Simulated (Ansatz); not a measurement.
hcp Zn, treated with r²SCAN (Ansatz, a program for electronic structure, PAW).

Numerical settings: plane-wave cutoff 600 eV, 18×18×8 k mesh (along the axes of the cell as run), Fermi–Dirac smearing 0.1 eV, finite displacements, scalar-relativistic PAW data made under PBE.

Computed at the level's own relaxed cell.

Zn has the hexagonal space group P6₃/mmc (No. 194), the hcp (Mg type) structure, Pearson symbol hP2. Cell: a = b = 2.605 Å, c = 4.924 Å, α = β = 90.00°, γ = 120.00°. Zn on 2c has 6 Zn at 2.605 Å and 6 Zn at 2.885 Å (anticuboctahedral). (Neighbours: up to the widest gap in distance over summed covalent radii, below 1.35, at either atom.)

Harmonic phonon frequencies (cm⁻¹; i marks an imaginary mode):

| q point | frequencies |
|---|---|
| Γ | 0 0 0 75 75 137 |
| M | 64 70 128 132 218 227 |
| A | ? |
| L | ? |

### Question
Some entries are withheld; supply them.

### Answer

- A, frequencies: 60 60 60 60 89 89
- L, frequencies: 64 64 127 127 226 226

No imaginary mode appears at these points.
